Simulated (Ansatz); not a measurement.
# What a trial cell of KZn₅Pd relaxes into

These are results of DFT PBE, scalar-relativistic, plane waves, PAW (Ansatz 0.2.0), not measurements. Cutoff 420 eV, Γ-centred k mesh, Gaussian smearing, no spin polarisation in the final step.

KZn₅Pd was placed on the sites of a reported ZnPd5Se cell (P4/mmm, No. 123), with K in place of Zn, Pd in place of Se, Zn in place of Pd, at a guessed volume.

```yaml
crystal:
  lattice:
    - [4.07371, 0.00000, 0.00000]
    - [0.00000, 4.07371, 0.00000]
    - [0.00000, 0.00000, 7.15487]
  atoms:
    - { symbol: K, position: [0.50000, 0.50000, 0.00000] }
    - { symbol: Zn, position: [0.50000, 0.00000, 0.72620] }
    - { symbol: Zn, position: [0.00000, 0.50000, 0.72620] }
    - { symbol: Zn, position: [0.50000, 0.00000, 0.27380] }
    - { symbol: Zn, position: [0.00000, 0.50000, 0.27380] }
    - { symbol: Zn, position: [0.00000, 0.00000, 0.00000] }
    - { symbol: Pd, position: [0.00000, 0.00000, 0.50000] }
```

Cell and atoms relax at zero pressure; the relaxation can't lower the symmetry of the start. After a coarse first stage the cell is made exact in the group found at 0.06 Å.

The zero of energy is the elements' standard structures at the same level; no fitted shifts are applied.

Task: Which crystal results?

Result: It keeps P4/mmm (No. 123). Conventional cell: a = 4.458 Å, c = 7.772 Å. K has 4 Zn at 3.15 Å and 8 Zn at 3.37 Å; Zn on Wyckoff site i (4 atoms of the primitive cell) has 2 Pd at 2.61 Å, 1 Zn at 2.71 Å, 4 Zn at 3.15 Å, 2 K at 3.37 Å and 2 Zn at 3.37 Å; Zn on Wyckoff site a (1 atom of the primitive cell) is coordinated by 4 K at 3.15 Å and 8 Zn at 3.37 Å; Pd has 8 Zn at 2.61 Å.

```
K Zn Pd
1.0
     4.45834    0.00000    0.00000
     0.00000    4.45834    0.00000
     0.00000    0.00000    7.77180
K Zn Pd
1 5 1
Direct
  0.50000 0.50000 0.00000
  0.50000 0.00000 0.67419
  0.00000 0.50000 0.67419
  0.50000 0.00000 0.32581
  0.00000 0.50000 0.32581
  0.00000 0.00000 0.00000
  0.00000 0.00000 0.50000
```

Task: What are its volume, energy, density and gap?

Result: The volume per atom is 22.07 Å³ and the density is 5.08 g/cm³. The energy over the elements is 0.12 eV/atom. The gap on the 8×8×6 mesh is 0 eV (a metal).

The final run used a 8×8×6 mesh on its 7-atom cell and 0.10 eV smearing. The k mesh leaves about 4 meV/atom of noise in metals. A structure relaxed within its symmetry needn't be a true minimum.

Cost: 3 runs of about 7.1 core-minutes in all, on Intel Xeon Processor @ 2.70GHz (shared hosts).